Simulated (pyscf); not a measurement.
One four-centre exchange on the singlet surface with elements of a group swapped. ωB97M-D3(BJ)/def2-TZVP, eV, from the separated reactants. Optimised with ωB97X-D3(BJ)/def2-SVP in PySCF.

```json
[
 {"step": "`[NH2][Ta]([OH])([Cl])([Cl])[Cl]` + `[ClH]` → `[NH2][Ta]([Cl])([Cl])([Cl])[Cl]` + `[OH2]`", "barrier": "___", "reaction energy": "___", "imaginary mode (i cm⁻¹)": "740"},
 {"step": "`[NH2][Nb]([OH])([Cl])([Cl])[Cl]` + `[ClH]` → `[NH2][Nb]([Cl])([Cl])([Cl])[Cl]` + `[OH2]`", "barrier": "0.31", "reaction energy": "-0.04", "imaginary mode (i cm⁻¹)": "550"}
]
```

Some entries are withheld; supply them.


- `[NH2][Ta]([OH])([Cl])([Cl])[Cl]` + `[ClH]` → `[NH2][Ta]([Cl])([Cl])([Cl])[Cl]` + `[OH2]`, barrier: 0.49
- `[NH2][Ta]([OH])([Cl])([Cl])[Cl]` + `[ClH]` → `[NH2][Ta]([Cl])([Cl])([Cl])[Cl]` + `[OH2]`, reaction energy: -0.01

Row 1: On the reactant side the descent ends in a complex (not fully relaxed), 0.27 eV under the separated species and 0.58 eV under the saddle at ωB97X-D3(BJ)/def2-TZVP. On the product side the descent ends in an adduct with a O–Ta contact (not fully relaxed), 0.71 eV under the separated species and 1.18 eV under the saddle at ωB97X-D3(BJ)/def2-TZVP. Row 2: On the reactant side the descent ends in an adduct with a Cl–Nb contact, 0.05 eV under the separated species and 0.21 eV under the saddle at ωB97X-D3(BJ)/def2-TZVP. On the product side the descent ends in an adduct with a Nb–O contact, 0.47 eV under the separated species and 0.81 eV under the saddle at ωB97X-D3(BJ)/def2-TZVP. Each row is the saddle that its search found. Elements past Kr carry the def2 core potentials, without spin-orbit coupling.
